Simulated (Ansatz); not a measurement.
# AlNH3 radical: up Jacob's ladder to CCSD(T)

The task here is to estimate one member of a computed series from the others.

Method: functionals in def2-TZVPP, the program's frozen cores in correlated methods; program: Ansatz 0.2.0, Gaussian basis.

Plan: LDA (SPW92), PBE-D4, revPBE-D4, BLYP-D4, r2SCAN-D4, B97M-V, PBE0-D4, B3LYP-D4, r2SCANh-D4, r2SCAN0-D4, HSE06-D4, BHLYP-D4, CAM-B3LYP-D4, LC-ωPBE, ωB97X-V, ωB97M-V, B2PLYP, PBE-QIDH; CCSD(T)/def2-SVP; CCSD(T)/def2-TZVPP; MP2/def2-QZVPP; extrapolation to the limit; RPA on PBE.

2 further runs of the same task are left out: 2 that didn't finish.

## The relaxed structure

An earlier PBE0-D4 in a triple-zeta def2 set relaxation fixed the geometry.

SMILES `[NH2][AlH]`, 5 atoms, charge 0, spin multiplicity 2.

Atoms are counted from 1 here; the program's logs count them from 0.

Bond lengths: N1–Al2 1.774 Å, N1–H3 1.007 Å, N1–H4 1.009 Å, Al2–H5 1.604 Å. Angles: Al2–N1–H3 125.4°, Al2–N1–H4 124.3°, H3–N1–H4 110.2°, N1–Al2–H5 115.7°.

Set-up of the first run:

in.yaml reads:

```yaml
crystal:
  periodic: [false, false, false]
  atoms:
    - {symbol: N, position_ang: [-0.116621, -0.660837, 0.175058]}
    - {symbol: Al, position_ang: [0.836567, 0.833859, 0.120762]}
    - {symbol: H, position_ang: [0.148535, -1.505320, 0.655472]}
    - {symbol: H, position_ang: [-1.010336, -0.782830, -0.277420]}
    - {symbol: H, position_ang: [0.191755, 2.041428, -0.715370]}
basis:
  gaussian: {orbitals: def2-TZVPP}
magnetization: {spin_polarized: true, initial_magnetization: 1}
hamiltonian: {xc: lda}
output: {orbitals: {seedname: orbitals}}
```

Among the steps run: LDA; PBE-D4 (GGA); revPBE-D4 (GGA); BLYP-D4 (GGA); r2SCAN-D4 (meta-GGA); B97M-V (meta-GGA); PBE0-D4 (hybrid); B3LYP-D4 (hybrid); r2SCANh-D4 (hybrid); r2SCAN0-D4 (hybrid); HSE06-D4 (hybrid); BHLYP-D4 (hybrid); CAM-B3LYP-D4 (range-separated); LC-ωPBE-D4 (range-separated; the results give it without D4); ωB97X-V (range-separated); ωB97M-V (range-separated); B2PLYP (double hybrid); PBE-QIDH (double hybrid).

One of the session's tables, all rows but one given; the rest of the session is left out.

It belongs to the step «Frontier levels by functional». 

```
  functional  HOMO (eV)  LUMO (eV)  gap (eV)
 LDA (SPW92)          ?          ?         ?
      PBE-D4      -4.48      -2.82      1.66
   revPBE-D4      -4.48      -2.70      1.78
     BLYP-D4      -4.29      -2.86      1.43
   r2SCAN-D4      -4.78      -2.37      2.41
      B97M-V      -4.40      -3.42      0.97
     PBE0-D4      -5.49      -1.99      3.50
    B3LYP-D4      -5.25      -2.38      2.86
  r2SCANh-D4      -5.14      -2.14      3.00
  r2SCAN0-D4      -5.69      -1.80      3.89
    HSE06-D4      -5.10      -2.36      2.73
    BHLYP-D4      -6.33      -1.36      4.96
CAM-B3LYP-D4      -6.66      -1.24      5.42
     LC-ωPBE      -8.03       0.13      8.15
     ωB97X-V      -7.56      -0.32      7.23
     ωB97M-V      -7.10      -0.51      6.59
```

**Question.** Estimate the row for LDA (SPW92).

**Answer.** HOMO (eV): -4.42; LUMO (eV): -3.15; gap (eV): 1.27. In the column «HOMO (eV)» it lies between revPBE-D4 (-4.48) and B97M-V (-4.40).
